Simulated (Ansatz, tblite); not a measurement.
# The cluster Li₂H₂+: a ladder of methods and basis sets

How do method and basis change the picture of the cluster Li₂H₂+ (doublet)?

Program: Ansatz 0.2.0, Gaussian basis. Level of theory: as each input shows. These are calculated values, not measurements.

The runs, in order: GFN1-xTB, GFN2-xTB, PBE-D4/def2-TZVP, r2SCAN-D4/def2-TZVP, BLYP-D4/def2-TZVP, PBE-QIDH/def2-TZVP, r2SCANh-D4/def2-TZVP, B2PLYP/def2-TZVP, BHLYP-D4/def2-TZVP, PBE+5HF/def2-TZVP, PBE+10HF/def2-TZVP, PBE+15HF/def2-TZVP, PBE+35HF/def2-TZVP, PBE+50HF/def2-TZVP, PBE-D4/def2-SVP, PBE0-D4/def2-SVP, HF/STO-3G, HF/6-31G, B3LYP-D4/6-31G, CCSD(T)/def2-TZVPP, MP2/def2-TZVP, RPA/def2-TZVP.

1 further run of the same task is left out (set aside as unsound or not needed). Runs told in other sessions of the task aren't counted.

### Step 1. The geometry

The geometry is that of the doublet, from an earlier relaxation (PBE-D4/def2-TZVP). At that level it is the lowest of the isomers that a small search found.

4 atoms, charge 1, spin multiplicity 2.

Bond lengths: Li1–H3 1.749 Å, Li1–H4 1.754 Å, Li2–H3 1.750 Å, Li2–H4 1.753 Å. Angles: H3–Li1–H4 43.1°, H3–Li2–H4 43.1°, Li1–H3–Li2 137.3°, Li1–H4–Li2 136.6°.

The ion is computed in the gas phase, without counter-ions or solvent.

PBE0-D4/def2-TZVP was run before; its log isn't repeated, and its numbers join the tables.

### Step 2. GFN1-xTB

Tight binding, by tblite at 300 K electronic temperature and without a spin-polarisation term:

```python
tblite.interface.Calculator('GFN1-xTB', numbers, positions, charge=1, uhf=1).singlepoint()
```

Energy -35.1031 eV; 0.003 s.

### Step 3. GFN2-xTB

Tight binding, by tblite at 300 K electronic temperature and without a spin-polarisation term:

```python
tblite.interface.Calculator('GFN2-xTB', numbers, positions, charge=1, uhf=1).singlepoint()
```

Energy -29.7491 eV; 0.001 s.

### Step 4. PBE-D4/def2-TZVP

start.molden holds the orbitals of an earlier run on this state, given as this run's starting guess.

in.yaml reads:

```yaml
crystal:
  periodic: [false, false, false]
  atoms:
    - {symbol: Li, position_ang: [-1.147558, -1.140067, 0.193806]}
    - {symbol: Li, position_ang: [1.139491, 1.148754, -0.189867]}
    - {symbol: H, position_ang: [-0.003833, 0.109343, 0.630789]}
    - {symbol: H, position_ang: [0.011901, -0.118020, -0.634728]}
basis:
  gaussian: {orbitals: def2-TZVP, initial_orbitals: start.molden}
total_charge: 1
magnetization: {spin_polarized: true, initial_magnetization: 1}
hamiltonian: {xc: pbe, dispersion: d4}
scf: {omitted_lower_state_checks: [starts]}
output: {forces: true, orbitals: {seedname: orbitals}}
```

Started as:

```console
> ansatz run in.yaml --threads 4 --pin off --events-out ev --progress --plain --max-ram 3916MiB
```

The runs that follow: r2SCAN-D4/def2-TZVP; BLYP-D4/def2-TZVP; PBE-QIDH/def2-TZVP; r2SCANh-D4/def2-TZVP; B2PLYP/def2-TZVP; BHLYP-D4/def2-TZVP; PBE+5HF/def2-TZVP; PBE+10HF/def2-TZVP; PBE+15HF/def2-TZVP; PBE+35HF/def2-TZVP; PBE+50HF/def2-TZVP; PBE-D4/def2-SVP; PBE0-D4/def2-SVP; HF/STO-3G; HF/6-31G; B3LYP-D4/6-31G; CCSD(T)/def2-TZVPP; MP2/def2-TZVP; RPA/def2-TZVP.

**Question.** What will the summary of the whole plan be? Wanted: gap in def2-TZVP, named functionals, smallest and largest; gap over the share of exact exchange; correlation energy, CCSD(T)/def2-TZVPP; correlation energy, MP2/def2-TZVP; ⟨S²⟩ in def2-TZVP, named functionals, smallest and largest; PBE0 total energy, smallest basis above largest.

The runs gave:

```
                                                  quantity                                  value
 gap in def2-TZVP, named functionals, smallest and largest  1.37 eV (BLYP-D4), 5.35 eV (BHLYP-D4)
                      gap over the share of exact exchange           1.58 eV at 0, 5.65 eV at 0.5
                    correlation energy, CCSD(T)/def2-TZVPP                               -3.28 eV
                         correlation energy, MP2/def2-TZVP                               -2.52 eV
⟨S²⟩ in def2-TZVP, named functionals, smallest and largest                           0.751, 0.753
           PBE0 total energy, smallest basis above largest          0.28 eV (def2-SVP, def2-TZVP)
```

In words: Over the named functionals in def2-TZVP the gap runs from 1.37 eV (BLYP-D4) to 5.35 eV (BHLYP-D4); exact exchange widens it. Raising the share of exact exchange from 0 to 0.5 moves the HOMO by -2.19 eV and the LUMO by +1.88 eV.
